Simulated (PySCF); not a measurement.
## One molecule, many functionals

Compound: bicyclo[2.1.0]pent-2-ene, C5H6.
Structure used (PBE0-D3(BJ)/def2-SVP), in Å, numbered top down from 1:
```xyz
11
C5H6 angstrom
C      0.9136    0.9631   -0.2837
C      1.2701   -0.3322   -0.3474
C      0.0630   -0.7897    0.4449
C     -1.1972   -0.3170   -0.2401
C     -0.3373    0.6668    0.5168
H      1.2754    1.8731   -0.7696
H      2.0332   -0.8813   -0.9053
H      0.0446   -1.5017    1.2730
H     -1.2287   -0.2717   -1.3343
H     -2.1415   -0.6001    0.2401
H     -0.6952    1.1908    1.4058
```

Linear-response calculations in the def2-SVPD basis (PySCF; singlets by full response, triplets Tamm–Dancoff, core orbitals frozen in the response; HF means time-dependent Hartree–Fock). 'Strongest' is the level of largest summed f among the singlets computed (10 roots, of which the last may lack a degenerate partner); it can jump between rows when another state enters that window. S1 is the lowest singlet of each run and needn't be the same state throughout; f(S1) is that of one state. Isolated species at its PBE0-D3(BJ)/def2-SVP geometry, gas phase.

```tsv
functional	kind	S1 (eV)	f(S1)	strongest (eV)	T1 (eV)	HOMO (eV)	gap (eV)	ionisation energy, ΔSCF (eV)
LDA	LDA	4.75	0.010	7.13	3.65	-5.50	4.14	8.76
PBE	GGA	4.79	0.010	6.35	3.48	-5.33	4.19	8.54
B3LYP	global hybrid, 20% exact exchange	5.02	0.016	7.78	3.48	-6.23	5.88	8.60
PBE0	global hybrid, 25% exact exchange	5.10	0.016	7.93	3.42	-6.43	6.32	8.59
BHandHLYP	global hybrid, 50% exact exchange	5.33	0.026	7.87	3.38	-7.40	8.40	8.48
CAM-B3LYP	range-separated hybrid	5.18	0.019	7.65	3.47	-7.77	8.81	8.66
wB97X-D	range-separated hybrid	5.18	0.019	7.67	3.57	-8.28	10.01	8.60
HF	Hartree–Fock	5.65	0.050	8.50	2.93	-8.81	11.77	not settled
```

What does LC-wPBE (range-separated hybrid) give?

S1 (eV) 5.34, f(S1) 0.021, strongest (eV) 8.59, T1 (eV) 3.37, HOMO (eV) -9.14, gap (eV) 11.36, ionisation energy, ΔSCF (eV) 8.76. S1 runs from 4.75 eV (LDA) to 5.65 eV (HF), a spread of 0.90 eV, while the orbital gap spreads over 7.6 eV. Along PBE (0%), B3LYP (20%), PBE0 (25%), BHandHLYP (50%), HF (100%) S1 rises with the share of exact exchange. −ε(HOMO) comes closest to its own ΔSCF ionisation energy with wB97X-D (-0.32 eV) and misses most with LDA (-3.26 eV). 'Not settled' means that the ion's SCF failed to converge or may have ended in another state than the lowest.
